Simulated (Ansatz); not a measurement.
# HBC, singlet in 6-31G: errors against full CI

Geometry: that of the HBC, triplet, kept fixed. The triplet lies 0.9 eV lower here.

| atom | x (Å) | y (Å) | z (Å) |
| --- | --- | --- | --- |
| B | 0.0000 | 0.0000 | 0.0901 |
| C | 0.0000 | 0.0000 | -1.3588 |
| H | 0.0000 | 0.0000 | 1.2688 |

Basis 6-31G; Ansatz 0.2.0. Correlated methods freeze the noble-gas cores, which leaves 8 electrons in 18 orbitals. Prefix R: restricted or restricted open-shell reference; prefix U: unrestricted. Active spaces: valence = (8e, 9o) chosen from the atoms' valence shells.

Full CI is exact within this basis and frozen core; it isn't the basis-set limit. The frozen core follows each run's orbitals, which can shift R against U totals by a few meV.

The determinant fills πx and πy unequally, so it is a mixture of Σ and Δ, which weighs on every level built on one determinant.

```
UHF ⟨S²⟩                          : 1.000
T1 diagnostic (RCCSD)             : 0.0134
largest doubles amplitude (RCCSD) : 0.165
```

```tsv
level	E − E(full CI) (meV)	share of correlation (%)	wall time
RHF	3943	0.00	–
UHF†	3012	–	–
RMP2	1052	73.33	–
UMP2†	401	–	–
CISD	455	88.46	0.36 s
RCCSD	214	94.58	–
UCCSD*†	-373	–	–
RCCSD(T)	99	97.50	0.42 s
UCCSD(T)*†	-549	–	2.1 s
BCCD(T)	100	97.46	0.39 s
RCCSDT	57	98.54	–
UCCSDT*†	-772	–	–
CISDTQ	45	98.85	1.8 s
RCCSDT(Q)	26	99.34	0.93 s
UCCSDT(Q)*†	-818	–	4.1 s
RCCSDTQ*	3	99.92	10 s
UCCSDTQ*†	-807	–	30 s
CASSCF (valence space)	1047	73.43	–
NEVPT2 (valence space)	291	92.61	6 s
MRCISD (valence space)	24	99.38	–
MRCISD+Q (valence space)	3	99.92	8 s
```

An asterisk marks runs whose energy the program itself flagged as in doubt. A dagger marks rows that describe another state than the reference (another or a broken symmetry, a higher spin or other natural occupations), so the difference isn't the method's error.

The correlation energy at full CI, counted from RHF, is -3.943 eV. That run took 19 s on 1 thread of Arm Neoverse V1, shared host over 2,340,352 determinants.

Times hold each run's SCF and search for its determinant on a shared host, so for small cases they say little of a method's own cost; they ran on 1 thread of Arm Neoverse V1.

Unrestricted levels hold only the spin's projection, and here they fall towards a lower state of higher spin.

The full-CI state has the irrep A2 of C2v, in the program's axes (one component, if the state is degenerate).

Natural occupations of full CI about the gap: 1.971 1.968 1.941 0.965 0.965 0.057 0.057 0.032 0.014 0.011; effectively unpaired electrons, Σ n²(2−n)², 2.05. No single determinant describes this state well, so single-reference rows can miss without a flag.
